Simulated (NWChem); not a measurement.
All runs are NWChem calculations. System: fluoromethane (CH3F), charge 0, spin multiplicity 1, at a geometry optimised with PBE0/def2-SVP. Level: CR-EOMCCSD(T)/aug-cc-pVDZ, 2 core orbitals frozen.

Part of the output:

```
             Northwest Computational Chemistry Package (NWChem) 7.3.0
             --------------------------------------------------------

                                NWChem Input Module
                                -------------------

 Scaling coordinates for geometry "geometry" by  1.889725989
 (inverse scale =  0.529177249)

 Turning off AUTOSYM since
 SYMMETRY directive was detected!

                             Geometry "geometry" -> ""
                             -------------------------

 Output coordinates in angstroms (scale by  1.889725989 to convert to a.u.)

  No.       Tag          Charge          X              Y              Z
 ---- ---------------- ---------- -------------- -------------- --------------
    1 C                    6.0000     0.60876500    -0.11064500     0.00000000
    2 F                    9.0000    -0.73267700     0.13316500     0.00000000
    3 H                    1.0000     0.88787400    -0.68785500     0.89720800
    4 H                    1.0000     0.88787400    -0.68785500    -0.89720800
    5 H                    1.0000     1.16575400     0.84109200     0.00000000

 Effective nuclear repulsion energy (a.u.)      37.5329147306

            Nuclear Dipole moment (a.u.)
            ----------------------------
        X                 Y               Z
 ---------------- ---------------- ----------------
    -0.0000018897    -0.0000056692     0.0000000000

      Symmetry information
      --------------------

 Group name             Cs
 Group number              2
 Group order               2
 No. of unique centers     4

      Symmetry unique atoms

     1    2    3    5


 Summary of "ao basis" -> "" (spherical)
 ------------------------------------------------------------------------------
       Tag                 Description            Shells   Functions and Types
 ---------------- ------------------------------  ------  ---------------------
 *                        aug-cc-pvdz                 on all atoms

 Summary of "ao basis" -> "ao basis" (spherical)
 ------------------------------------------------------------------------------
       Tag                 Description            Shells   Functions and Types
 ---------------- ------------------------------  ------  ---------------------
 C                        aug-cc-pvdz                9       23   4s3p2d
 F                        aug-cc-pvdz                9       23   4s3p2d
 H                        aug-cc-pvdz                5        9   3s2p
[...]
   0.0314726860001   0.3602791170880    9.80370     1.0     1.0

 Iteration  12 using   25 trial vectors
   0.0058225758879   0.3435923576601    9.34963
   0.0148405983914   0.3599292288255    9.79418     1.0     1.0

 Iteration  13 using   27 trial vectors
   0.0037955755346   0.3435846291168    9.34942
   0.0101222088912   0.3596467539570    9.78649     1.0     1.0

 Iteration  14 using   29 trial vectors
   0.0019913492832   0.3435687101407    9.34898
   0.0056040617331   0.3595342369894    9.78343     1.1     1.1

 Iteration  15 using   31 trial vectors
   0.0008243389839   0.3435667062426    9.34893
   0.0024932476268   0.3594733144352    9.78177     1.1     1.1

 Iteration  16 using   33 trial vectors
   0.0003997279567   0.3435661927433    9.34892
   0.0012753051652   0.3594689765314    9.78165     1.1     1.1

 Iteration  17 using   35 trial vectors
   0.0002002904454   0.3435671157842    9.34894
   0.0006896510802   0.3594778393502    9.78189     1.1     1.1

 Iteration  18 using   37 trial vectors
   0.0001000489364   0.3435682201816    9.34897
   0.0003713071415   0.3594782565431    9.78191     1.1     1.1

 Iteration  19 using   39 trial vectors
   0.0000436492546   0.3435680751849    9.34897
   0.0001678979566   0.3594786130175    9.78191     1.1     1.1

 Iteration  20 using   41 trial vectors
   0.0000203245168   0.3435680475621    9.34897
   0.0000797542271   0.3594786253286    9.78192     1.0     1.0

 Iteration  21 using   43 trial vectors
   0.0000108445012   0.3435680953823    9.34897
   0.0000435450674   0.3594784930825    9.78191     1.0     1.0

 Iteration  22 using   45 trial vectors
   0.0000053827389   0.3435680430694    9.34897
   0.0000226297860   0.3594785113948    9.78191     0.9     0.9

 Iteration  23 using   46 trial vectors
   0.0000025706287   0.3435680376240    9.34897
   0.0000113248178   0.3594785635613    9.78191     0.6     0.6

 Iteration  24 using   47 trial vectors
   0.0000012235186   0.3435680389875    9.34897
   0.0000054050472   0.3594786111986    9.78191     0.5     0.5
 --------------------------------------------------------------
 Iterations converged
 ------------------

 Excited state root  1
 Excitation energy / hartree =        0.343568038987484
                   / eV      =        9.348965996188669
 largest EOMCCSD amplitudes: R1 and R2

 Singles contributions
    10a'  (alpha) ---     6a"  (alpha)       -0.1227204159
    10a'  (alpha) ---     8a"  (alpha)       -0.7195538057
    13a'  (alpha) ---     6a"  (alpha)       -0.1280812237
    13a'  (alpha) ---     8a"  (alpha)       -0.3727694356
    16a'  (alpha) ---     8a"  (alpha)        0.3720832709
    17a'  (alpha) ---     8a"  (alpha)        0.1122121747
    22a'  (alpha) ---     8a"  (alpha)        0.1611614978

 Doubles contributions
 ------------------

 Excited state root  2
 Excitation energy / hartree =        0.359478611198623
                   / eV      =        9.781914878803617
 largest EOMCCSD amplitudes: R1 and R2

 Singles contributions
    10a'  (alpha) ---     8a"  (alpha)       -0.4342268239
    13a'  (alpha) ---     6a"  (alpha)        0.1388994748
    13a'  (alpha) ---     8a"  (alpha)        0.7063561293
    16a'  (alpha) ---     8a"  (alpha)        0.1135578028
    17a'  (alpha) ---     8a"  (alpha)       -0.1450289154
    22a'  (alpha) ---     8a"  (alpha)       -0.3475905228

 Doubles contributions
======= CR-EOMCCSD(T) calculation ======
corresponding R0 value =     0.000000

CR-EOMCCSD(T) Intermediates cpu wall time             1.2            1.2
 creom_N i2_1 nr of boxes                    33
 creom_N i2_2 nr of boxes                    72
 creom_N i2_3 nr of boxes                    33
 creom_N i2_4 nr of boxes                    72

CR-EOMCCSD(T) triples loop cpu wall            12.9           12.9

 CR-EOMCCSD(T)  total energy / hartree       =      -139.089353621779480
 CR-EOMCCSD(T)  excitation energy (eV)       =      9.44825

======= CR-EOMCCSD(T) calculation ======
corresponding R0 value =     0.000000

CR-EOMCCSD(T) Intermediates cpu wall time             1.2            1.2
 creom_N i2_1 nr of boxes                    33
 creom_N i2_2 nr of boxes                    72
 creom_N i2_3 nr of boxes                    33
 creom_N i2_4 nr of boxes                    72

CR-EOMCCSD(T) triples loop cpu wall            12.2           12.2

 CR-EOMCCSD(T)  total energy / hartree       =      -139.075010426759292
 CR-EOMCCSD(T)  excitation energy (eV)       =      9.83854

 Task  times  cpu:      116.6s     wall:      116.6s

 Total times  cpu:      116.6s     wall:      116.6s
```

Problem. Write an NWChem input that would produce this output.

Solution. This is not unique; one that fits is 
```
start mol
memory heap 100 mb stack 700 mb global 1900 mb
geometry units angstroms nocenter noautoz
  C      0.608765    -0.110645     0.000000
  F     -0.732677     0.133165     0.000000
  H      0.887874    -0.687855     0.897208
  H      0.887874    -0.687855    -0.897208
  H      1.165754     0.841092     0.000000
  symmetry group Cs
end
basis spherical
  * library aug-cc-pvdz
end
scf
  rhf
  nopen 0
  maxiter 100
  thresh 1e-7
  semidirect memsize 60000000 filesize 0
end
tce
  freeze core 2
  creomsd(t)
  nroots 2
  2eorb
  2emet 13
  thresh 1e-5
  maxiter 200
  tilesize 24
end
task tce energy
```
